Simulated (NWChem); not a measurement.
Molecule: ammonia (NH₃); SMILES N

```xyz
4

N      0.0000     0.0000     0.1389
H      0.6618     0.6618    -0.2664
H      0.2422    -0.9040    -0.2664
H     -0.9040     0.2422    -0.2664
```
Atoms are numbered in this order, from 1.

Program: NWChem. Pople sets run with spherical d functions. The geometry was optimised at PBE0/def2-SVP. GIAO values for the isolated, static molecule; σ is the absolute isotropic shielding, δ = σ(reference) − σ with the isolated reference molecule computed at the same levels (1H: tetramethylsilane, 15N: ammonia).

| level | δ N1 (ppm) | δ H2 (ppm) |
|---|---|---|
| Hartree-Fock/6-31G* | 0.0 | (withheld) |
| PBE0/pcSseg-2 | 0.0 | -0.27 |
| B3LYP/IGLO-III | 0.0 | -0.36 |
| KT2/pcSseg-1 | 0.0 | -0.58 |

Q: Complete the blanks.

A: 
- Hartree-Fock/6-31G*, δ H2 (ppm): -0.21
